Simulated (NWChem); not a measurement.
System: CH6Si; SMILES C[SiH3]

Input file for NWChem:

```
start job
memory heap 200 mb stack 900 mb global 1100 mb
geometry units angstroms noautoz
  Si     0.000000     0.000000     0.621832
  C      0.000000     0.000000    -1.259299
  H     -1.056900    -0.917476     1.150952
  H     -0.266108     1.374040     1.150952
  H      1.323008    -0.456564     1.150952
  H      0.195647    -1.010095    -1.650223
  H      0.776944     0.674483    -1.650223
  H     -0.972591     0.335612    -1.650223
end
basis spherical
  * library def2-tzvpd
end
dft
  xc xtpss03 ctpss03
  iterations 150
  mulliken
end
task dft energy
```

Output (shortened):

```
             Northwest Computational Chemistry Package (NWChem) 7.3.0
             --------------------------------------------------------

 C3V symmetry detected

                             Geometry "geometry" -> ""
                             -------------------------

 Output coordinates in angstroms (scale by  1.889725989 to convert to a.u.)

  No.       Tag          Charge          X              Y              Z
 ---- ---------------- ---------- -------------- -------------- --------------
    1 Si                  14.0000    -0.00000000    -0.00000000     0.63521504
    2 C                    6.0000     0.00000000     0.00000000    -1.24591596
    3 H                    1.0000     0.98964641     0.98964641     1.16433504
    4 H                    1.0000     0.36223573    -1.35188213     1.16433504
    5 H                    1.0000    -1.35188213     0.36223573     1.16433504
    6 H                    1.0000    -0.26629061     0.99381010    -1.63683996
    7 H                    1.0000    -0.72751949    -0.72751949    -1.63683996
    8 H                    1.0000     0.99381010    -0.26629061    -1.63683996

 Effective nuclear repulsion energy (a.u.)      62.4750524354

      Symmetry information
      --------------------

 Group name             C3v
 Group number             17
 Group order               6
 No. of unique centers     4

                                 NWChem DFT Module
                                 -----------------

 Summary of "ao basis" -> "ao basis" (spherical)
 ------------------------------------------------------------------------------
       Tag                 Description            Shells   Functions and Types
 ---------------- ------------------------------  ------  ---------------------
 Si                        def2-tzvpd               15       43   6s5p3d1f
 C                         def2-tzvpd               13       37   6s3p3d1f
 H                         def2-tzvpd                5        9   3s2p

      Symmetry analysis of basis
      --------------------------

        a1         44
        a2          6
        e          84

  Rotation of axis

            General Information
            -------------------
          SCF calculation type: DFT
          Wavefunction type:  closed shell.
          No. of atoms     :     8
          No. of electrons :    26
           Alpha electrons :    13
            Beta electrons :    13
          Charge           :     0
          Spin multiplicity:     1
          Use of symmetry is: on ; symmetry adaption is: on
          Maximum number of iterations: 150
          AO basis - number of functions:   134
                     number of shells:    58
          Convergence on energy requested:  1.00D-06
          Convergence on density requested:  1.00D-05
          Convergence on gradient requested:  5.00D-04

              XC Information
              --------------
                  TPSS metaGGA Exchange Functional  1.000
             TPSS03 metaGGA Correlation Functional  1.000

             Grid Information
             ----------------
          Grid used for XC integration:  medium
          Radial quadrature: Mura-Knowles
          Angular quadrature: Lebedev.
          Tag              B.-S. Rad. Rad. Pts. Rad. Cut. Ang. Pts.
          ---              ---------- --------- --------- ---------
          Si                  1.10       88          10.0       590
          C                   0.70       49          11.0       434
          H                   0.35       45          11.0       434
          Grid pruning is: on
          Number of quadrature shells:   227
          Spatial weights used:  Erf1

      Superposition of Atomic Density Guess
      -------------------------------------

 Sum of atomic energies:        -329.50561313

      Non-variational initial energy
      ------------------------------

 Total energy =    -330.442848
 1-e energy   =    -577.411416
 2-e energy   =     184.493515
 HOMO         =      -0.402727
 LUMO         =       0.031066

      Symmetry analysis of molecular orbitals - initial
      -------------------------------------------------

  Numbering of irreducible representations:

     1 a1          2 a2          3 e

  Orbital symmetries:

     1 a1          2 a1          3 a1          4 a1          5 e
     6 e           7 a1          8 a1          9 e          10 e
    11 e          12 e          13 a1         14 a1         15 a1
    16 e          17 e          18 a1         19 e          20 e
    21 e          22 e          23 e

     ---------------------------------------------
      Total Density - Mulliken Population Analysis
     ---------------------------------------------

    Atom       Charge   Shell Charges
 -----------   ------   -------------------------------------------------------
    1 Si  14    13.66   2.00  0.59  1.39  0.87  0.50  0.01  4.11  1.73  0.53  1.29  0.41  0.09  0.10  0.01  0.02
    2 C    6     6.75   0.86  1.12  0.55  0.71  0.01 -0.01  1.30  1.55  0.64  0.01  0.02  0.00  0.00
    3 H    1     1.06   0.23  0.55  0.27  0.01  0.01
    4 H    1     1.06   0.23  0.55  0.27  0.01  0.01
    5 H    1     1.06   0.23  0.55  0.27  0.01  0.01
    6 H    1     0.80   0.23  0.44  0.09  0.02  0.02
    7 H    1     0.80   0.23  0.44  0.09  0.02  0.02
    8 H    1     0.80   0.23  0.44  0.09  0.02  0.02

   convergence    iter        energy       DeltaE   RMS-Dens  Diis-err
 ---------------- ----- ----------------- --------- --------- ---------
 d= 0,ls=0.0,diis     1   -331.2462658237 -3.94D+02  5.84D-03  3.07D-01
 d= 0,ls=0.0,diis     2   -331.2643620033 -1.81D-02  1.44D-03  3.18D-02
 d= 0,ls=0.0,diis     3   -331.2636336777  7.28D-04  7.64D-04  4.03D-02
 d= 0,ls=0.0,diis     4   -331.2689041764 -5.27D-03  1.12D-04  1.90D-04
 d= 0,ls=0.0,diis     5   -331.2689367597 -3.26D-05  2.73D-05  2.74D-05
  Resetting Diis
 d= 0,ls=0.0,diis     6   -331.2689400422 -3.28D-06  2.85D-06  2.17D-07
 d= 0,ls=0.0,diis     7   -331.2689400686 -2.63D-08  1.03D-06  1.09D-08

         Total DFT energy =     -331.268940068556
      One electron energy =     -580.068742645115
           Coulomb energy =      214.940369779646
    Exchange-Corr. energy =      -28.615619638508
 Nuclear repulsion energy =       62.475052435421

 Numeric. integr. density =       25.999987827267

                  Occupations of the irreducible representations
                  ----------------------------------------------

                     irrep           alpha         beta
                     --------     --------     --------
                     a1                7.0          7.0
                     a2                0.0          0.0
                     e                 6.0          6.0

                       DFT Final Molecular Orbital Analysis
                       ------------------------------------

 Vector   11  Occ=2.000000D+00  E=-3.039704D-01  Symmetry=e
              MO Center=  8.5D-02, -4.1D-01,  7.8D-01, r^2= 2.7D+00
   Bfn.  Coefficient  Atom+Function         Bfn.  Coefficient  Atom+Function
  ----- ------------  ---------------      ----- ------------  ---------------
    17      0.272458  1 Si py                91     -0.271374  4 H  s
    90     -0.156834  4 H  s                100      0.142558  5 H  s
    82      0.128816  3 H  s                 92     -0.118522  4 H  s
     8     -0.112055  1 Si py                14      0.104050  1 Si py
    20      0.101845  1 Si py                51     -0.101193  2 C  py

 Vector   12  Occ=2.000000D+00  E=-3.039704D-01  Symmetry=e
              MO Center= -8.5D-02,  4.1D-01,  7.8D-01, r^2= 2.7D+00
   Bfn.  Coefficient  Atom+Function         Bfn.  Coefficient  Atom+Function
  ----- ------------  ---------------      ----- ------------  ---------------
    16      0.272458  1 Si px                82      0.238983  3 H  s
   100     -0.231049  5 H  s                 81      0.138115  3 H  s
    99     -0.133529  5 H  s                  7     -0.112055  1 Si px
    13      0.104050  1 Si px                83      0.104376  3 H  s
    19      0.101845  1 Si px                50     -0.101193  2 C  px

 Vector   13  Occ=2.000000D+00  E=-2.947144D-01  Symmetry=a1
              MO Center= -4.3D-14, -9.6D-15, -4.2D-01, r^2= 2.4D+00
   Bfn.  Coefficient  Atom+Function         Bfn.  Coefficient  Atom+Function
  ----- ------------  ---------------      ----- ------------  ---------------
    52     -0.312214  2 C  pz                48      0.308607  2 C  s
    18      0.292806  1 Si pz                55     -0.254360  2 C  pz
    58     -0.183778  2 C  pz                 9     -0.123137  1 Si pz
    15      0.116443  1 Si pz                47     -0.094405  2 C  s
    82      0.087961  3 H  s                 91      0.087961  4 H  s

 Vector   14  Occ=0.000000D+00  E=-1.068004D-02  Symmetry=a1
              MO Center=  2.8D-15,  4.3D-15, -6.3D-01, r^2= 8.3D+00
   Bfn.  Coefficient  Atom+Function         Bfn.  Coefficient  Atom+Function
  ----- ------------  ---------------      ----- ------------  ---------------
    48      3.892279  2 C  s                 49      1.812263  2 C  s
   110     -1.317233  6 H  s                119     -1.317233  7 H  s
   128     -1.317233  8 H  s                 21      0.760509  1 Si pz
    47     -0.518920  2 C  s                 34     -0.373203  1 Si d  0
   115      0.353360  6 H  py               132      0.353360  8 H  px

 Vector   15  Occ=0.000000D+00  E= 1.274132D-02  Symmetry=a1
              MO Center= -1.7D-13,  9.5D-14,  1.8D+00, r^2= 9.5D+00
   Bfn.  Coefficient  Atom+Function         Bfn.  Coefficient  Atom+Function
  ----- ------------  ---------------      ----- ------------  ---------------
     6      3.433434  1 Si s                 49     -2.636245  2 C  s
    21     -1.999837  1 Si pz                 5     -0.565730  1 Si s
    34      0.379197  1 Si d  0               4     -0.351288  1 Si s
   116     -0.298381  6 H  pz               125     -0.298381  7 H  pz
   134     -0.298381  8 H  pz                71     -0.236275  2 C  d  0

 Vector   16  Occ=0.000000D+00  E= 2.770015D-02  Symmetry=e
              MO Center=  4.5D-01, -1.1D-01,  6.2D-01, r^2= 5.6D+00
   Bfn.  Coefficient  Atom+Function         Bfn.  Coefficient  Atom+Function
  ----- ------------  ---------------      ----- ------------  ---------------
    36      0.643767  1 Si d  2             128      0.634129  8 H  s
    32     -0.357486  1 Si d -2             110     -0.326233  6 H  s
    56     -0.317320  2 C  px                73     -0.316678  2 C  d  2
   119     -0.307896  7 H  s                 16      0.292087  1 Si px
    19      0.197165  1 Si px                69      0.175852  2 C  d -2

     ---------------------------------------------
      Total Density - Mulliken Population Analysis
     ---------------------------------------------

    Atom       Charge   Shell Charges
 -----------   ------   -------------------------------------------------------
    1 Si  14    14.09   2.00  0.57  1.39  0.87  0.63  0.00  4.13  1.68  0.60  1.47  0.42  0.12  0.16  0.02  0.02
    2 C    6     6.72   0.85  1.12  0.51  0.69  0.01  0.00  1.32  1.36  0.82  0.01  0.02  0.01  0.00
    3 H    1     0.97   0.24  0.58  0.14  0.01  0.00
    4 H    1     0.97   0.24  0.58  0.14  0.01  0.00
    5 H    1     0.97   0.24  0.58  0.14  0.01  0.00
    6 H    1     0.76   0.27  0.49 -0.06  0.02  0.03
    7 H    1     0.76   0.27  0.49 -0.06  0.02  0.03
    8 H    1     0.76   0.27  0.49 -0.06  0.02  0.03

     -------------------------------------------
      Total Density - Lowdin Population Analysis
     -------------------------------------------

    Atom       Charge   Shell Charges
 -----------   ------   -------------------------------------------------------
    1 Si  14    13.43   2.00  0.83  1.09  0.40  0.21  0.10  3.85  1.87  0.70  1.14  0.49  0.12  0.38  0.15  0.09
    2 C    6     6.33   0.91  1.04  0.35  0.31  0.14  0.08  1.13  1.41  0.57  0.01  0.12  0.25  0.01
    3 H    1     1.09   0.24  0.44  0.23  0.02  0.16
    4 H    1     1.09   0.24  0.44  0.23  0.02  0.16
    5 H    1     1.09   0.24  0.44  0.23  0.02  0.16
    6 H    1     0.98   0.25  0.35  0.12  0.06  0.20
    7 H    1     0.98   0.25  0.35  0.12  0.06  0.20
    8 H    1     0.98   0.25  0.35  0.12  0.06  0.20

     Multipole analysis of the density
     ---------------------------------

     L   x y z        total         alpha         beta         nuclear
     -   - - -        -----         -----         ----         -------
     0   0 0 0     -0.000000    -13.000000    -13.000000     26.000000

     1   1 0 0      0.000000      0.000000      0.000000      0.000000
     1   0 1 0      0.000000      0.000000      0.000000      0.000000
     1   0 0 1     -0.312518     -0.156259     -0.156259     -0.000000

     2   2 0 0    -17.136453    -16.649641    -16.649641     16.162829
     2   1 1 0      0.000000      0.000000      0.000000      0.000000
     2   1 0 1      0.000000      0.000000      0.000000      0.000000
     2   0 2 0    -17.136453    -16.649641    -16.649641     16.162829
     2   0 1 1     -0.000000     -0.000000     -0.000000      0.000000
     2   0 0 2    -17.358330    -57.009194    -57.009194     96.660058
```

Level: TPSS/def2-TZVPD. Structure relaxed at the PBE0/def2-SVP level.
